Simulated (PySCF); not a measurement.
3C-SiC: correlation energy from several methods in one and the same small orbital space (PySCF; 2 atoms at the zone centre, 8 electrons in 26 orbitals, empty ones MP2 natural orbitals of a DZ basis, lattice constant set to 5.0117 Å). Its volume lies 52 % above that of the crystal's usual cell. It tests the methods against each other and lies far from the crystal's limit.

```json
[
 {"method": "MP2", "E_corr (eV per atom)": "-1.9520", "share of full CI (%)": "69.6", "error (meV)": "852"},
 {"method": "CCSD", "E_corr (eV per atom)": "-2.6490", "share of full CI (%)": "94.5", "error (meV)": "155"},
 {"method": "CCSD(T)", "E_corr (eV per atom)": "-2.7400", "share of full CI (%)": "97.7", "error (meV)": "64"},
 {"method": "CCSDT", "E_corr (eV per atom)": "-2.7648", "share of full CI (%)": "98.6", "error (meV)": "39"},
 {"method": "CCSDT(Q)", "E_corr (eV per atom)": "-2.7883", "share of full CI (%)": "99.4", "error (meV)": "16"},
 {"method": "full CI", "E_corr (eV per atom)": "-2.8040", "share of full CI (%)": "100.0", "error (meV)": "0"}
]
```

The Hartree–Fock determinant has a weight of 0.76 in the full CI state.

MP2, (T) and (Q) use filled levels shifted down by the Madelung term, which in so small a cell is a large part of the gap, so these rows hang on it.
